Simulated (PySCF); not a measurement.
Gas-phase reaction: SF2 ⇌ S + F2

Energies from PySCF (xtb for GFN2), thermal terms from the rigid-rotor harmonic-oscillator model, ideal gas at 1 bar. 'Table' is the NASA 1993 thermochemical table (part measured, part estimated). † marks an energy on the PBE0/def2-TZVP geometry and frequencies; other levels use their own. 6-31G* has spherical d functions here. Open shells (unrestricted): S (multiplicity 3, electronic degeneracy 9); the rest are closed-shell singlets. GFN2 has no spin-polarisation term. Spin-orbit splitting is ignored; it lowers the true energy and changes the entropy of S. B3LYP is the form with VWN-RPA correlation. The harmonic model lacks anharmonicity and excited electronic states, which grow with temperature; levels with a mode under 35 cm⁻¹ are left out. The table's entry may be an old estimate for SF2 (not checked at source).

```json
[
 {"level": "table", "ΔH°(298 K), kJ": "573.6", "minus table": "-", "ΔG°(600 K), kJ": "505.0"},
 {"level": "B3LYP/6-31G*", "ΔH°(298 K), kJ": "512.2", "minus table": "-61.4", "ΔG°(600 K), kJ": "443.5"},
 {"level": "B3LYP/def2-TZVP†", "ΔH°(298 K), kJ": "563.3", "minus table": "-10.3", "ΔG°(600 K), kJ": "494.0"},
 {"level": "GFN2-xTB", "ΔH°(298 K), kJ": "577.4", "minus table": "3.8", "ΔG°(600 K), kJ": "509.5"},
 {"level": "PBE/def2-TZVP†", "ΔH°(298 K), kJ": "576.7", "minus table": "3.1", "ΔG°(600 K), kJ": "507.4"},
 {"level": "PBE0/def2-QZVP†", "ΔH°(298 K), kJ": "580.5", "minus table": "6.9", "ΔG°(600 K), kJ": "511.2"},
 {"level": "PBE0/def2-SVP†", "ΔH°(298 K), kJ": "520.6", "minus table": "-53.0", "ΔG°(600 K), kJ": "451.3"},
 {"level": "ωB97M-V/def2-TZVP†", "ΔH°(298 K), kJ": "589.5", "minus table": "15.9", "ΔG°(600 K), kJ": "520.2"}
]
```
